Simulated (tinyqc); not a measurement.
Inside a calculation. Method: Born-Oppenheimer dynamics on the UHF/sto-6g surface (energies and gradients from PySCF), for NH, spin multiplicity 3. Computed by tinyqc, a small Python program that keeps every step (integrals from PySCF). Settings: charge = 0, multiplicity = 3, basis = sto-6g, time step (fs) = 0.2, steps = 24. Command: `OMP_NUM_THREADS=1 python tinyqc.py 22604 22605 out.jsonl` (the two numbers bound the seeds that draw the settings). One thread of a shared host (Intel(R) Xeon(R) Processor @ 2.60GHz), about 3 s of CPU time with the checks.

## Velocity Verlet step 1

positions (bohr):
```
         x       y       z
1N  0.0000  0.0000  0.0000
2H  0.0000  0.0000  2.1108
```

velocities (bohr per atomic time unit):
```
             x           y           z
1N   0.0000326  -0.0000346   0.0000083
2H  -0.0004534   0.0004814  -0.0001147
```

gradient (hartree/bohr):
```
           x         y          z
1N  0.000000  0.000000  -0.029533
2H  0.000000  0.000000   0.029533
```

masses (electron masses): 1N 25526.0424, 2H 1837.1526

gradient after step 1 (hartree/bohr):
```
            x          y          z
1N   0.000055  -0.000059  -0.028945
2H  -0.000055   0.000059   0.028945
```

dt = 0.2 fs = 8.2683 atomic units; x' = x + v dt - g dt^2 / (2m); after the new gradient g', v' = v - (g + g') dt / (2m).

positions after step 1 (bohr):
```
          x        y       z
1N   0.0003  -0.0003  0.0001
2H  -0.0037   0.0040  2.1093
```

velocities after step 1 (bohr per atomic time unit):
```
             x           y           z
1N   0.0000326  -0.0000346   0.0000177
2H  -0.0004532   0.0004812  -0.0002463
```

## Velocity Verlet step 2

gradient after step 2 (hartree/bohr):
```
            x          y          z
1N   0.000107  -0.000113  -0.027931
2H  -0.000107   0.000113   0.027931
```

As before.

positions after step 2 (bohr):
```
          x        y       z
1N   0.0005  -0.0006  0.0003
2H  -0.0075   0.0080  2.1068
```

velocities after step 2 (bohr per atomic time unit):
```
             x           y           z
1N   0.0000326  -0.0000346   0.0000269
2H  -0.0004529   0.0004808  -0.0003743
```

## Energy conservation

The total energy should stay constant up to terms of order dt^2; the step counts as short enough if it moves by less than 2 % of the largest kinetic energy.

Trajectory:
```
time (fs)  1N-2H (angstrom)  potential (hartree)  kinetic (hartree)  total (hartree)
0.0000               1.1170           -54.793562           0.000444       -54.793118
0.2000               1.1162           -54.793609           0.000490       -54.793119
0.4000               1.1147           -54.793687           0.000568       -54.793119
0.6000               1.1127           -54.793791           0.000672       -54.793119
0.8000               1.1101           -54.793916           0.000796       -54.793120
1.0000               1.1070           -54.794053           0.000933       -54.793120
1.2000               1.1035           -54.794194           0.001074       -54.793121
1.4000               1.0995           -54.794331           0.001210       -54.793122
1.6000               1.0952           -54.794454           0.001332       -54.793122
1.8000               1.0906           -54.794554           0.001431       -54.793123
2.0000               1.0858           -54.794624           0.001501       -54.793123
2.2000               1.0809           -54.794659           0.001536       -54.793123
2.4000               1.0760           -54.794655           0.001532       -54.793123
2.6000               1.0712           -54.794612           0.001489       -54.793123
2.8000               1.0665           -54.794532           0.001410       -54.793123
3.0000               1.0620           -54.794421           0.001299       -54.793122
3.2000               1.0579           -54.794286           0.001165       -54.793122
3.4000               1.0542           -54.794139           0.001018       -54.793121
3.6000               1.0510           -54.793990           0.000870       -54.793120
3.8000               1.0483           -54.793853           0.000734       -54.793119
4.0000               1.0463           -54.793739           0.000620       -54.793119
4.2000               1.0449           -54.793657           0.000539       -54.793118
4.4000               1.0443           -54.793615           0.000497       -54.793118
4.6000               1.0443           -54.793617           0.000499       -54.793118
4.8000               1.0450           -54.793662           0.000544       -54.793118
```

The total energy moves within 5.1e-06 hartree, under 2 % of the largest kinetic energy.
